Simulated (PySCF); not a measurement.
Gas-phase reaction: 5 C₄H₈ (isobutene) → 4 CH₄ + 4 C₄H₆ (butadiene)

Energies from PySCF, thermal terms from the rigid-rotor harmonic-oscillator model, ideal gas at 1 bar. The comparison is the NASA 1993 polynomial table, which mixes measured and estimated data. † marks an energy on the PBE0/def2-TZVP geometry and frequencies; other levels use their own. 6-31G* has spherical d functions here. All species are closed-shell singlets. B3LYP is the form with VWN-RPA correlation.

```
level               ΔH°(298 K), kJ
------------------  --------------
table                        227.1
B3LYP/6-31G*                   ___
BLYP/def2-TZVP†                ___
HF/def2-TZVP†                  ___
M06-2X/def2-TZVP†              ___
PBE0/def2-QZVP†              256.6
ωB97M-V/def2-TZVP†           257.4
ωB97X-V/def2-TZVP†           283.7
```

Fill in the missing entries.


- B3LYP/6-31G*, ΔH°(298 K), kJ: 214.5
- BLYP/def2-TZVP†, ΔH°(298 K), kJ: 103.9
- HF/def2-TZVP†, ΔH°(298 K), kJ: 168.9
- M06-2X/def2-TZVP†, ΔH°(298 K), kJ: 252.0
